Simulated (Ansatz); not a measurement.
**Isomers**

Structures of CH₄AlO (charge +1), closed shell, relaxed at PBE0-D4/def2-TZVP (vibrations not checked; lower isomers may exist, and structures with a doubtful reference or unclear bonds are left out). Computed with Ansatz 0.2.0 (basis: def2-TZVPP); correlated methods freeze the cores. B3LYP uses VWN-RPA correlation.

Q: Rank them by CCSD(T) energy, lowest first, and give each one's height above the lowest. Links in brackets join atoms within 1.22 times the sum of their covalent radii (1.1 for two metals). (To be estimated.)
A.
CH₄AlO ([CH2]1[OH][AlH]1), total charge +1
```
7
angstrom
O -0.8229 -0.4921 0.1580
C -0.0773 -0.3105 -1.1623
Al 0.9276 -0.1879 0.4512
H -1.7745 -0.6587 0.1864
H -0.4522 0.5646 -1.6864
H -0.1322 -1.2222 -1.7512
H 1.8173 -0.0727 1.7153
```
B.
CH₄AlO ([OH][CH][AlH2]), total charge +1
```
7
angstrom
C -0.1835 -0.0757 0.0739
O -0.3328 0.7272 1.0385
Al 1.5156 -1.2652 -0.0125
H -1.0009 -0.0724 -0.6631
H 1.2443 -2.6267 0.7069
H -1.1513 1.2637 1.0308
H 2.6403 -0.5247 -0.8072
```
C.
CH₄AlO ([CH2][O][AlH2]), total charge +1
```
7
angstrom
C 1.1815 -0.2042 0.6262
O 0.1163 -0.0219 0.0616
Al -1.4818 0.2561 -0.7855
H -2.3713 -0.9863 -0.4966
H -1.3850 1.6366 -1.4950
H 1.3192 0.1382 1.6580
H 1.9992 -0.7103 0.1009
```

A: By the calculation: C (0.0 kJ/mol), A (33.9 kJ/mol), B (151.8 kJ/mol). Heights count from the lowest.

Q: Do PBE-D4, r2SCAN-D4, PBE0-D4, B3LYP-D4, wB97M-V, HF, MP2 give the same order? (A judgement: the text doesn't fix the answer.)

A: By the calculation: All do.

T1 diagnostic: at most 0.018.

For scale, one of the runs: CCSD(T)/def2-TZVPP, 160 basis functions, launched by `ansatz run in.yaml --threads 2 --pin off --events-out ev --progress --plain --max-ram 4352MiB`. Hardware: 2 CPU threads of an Arm Neoverse V1, shared host. Wall time 16 s; peak host memory 1.1 GiB.
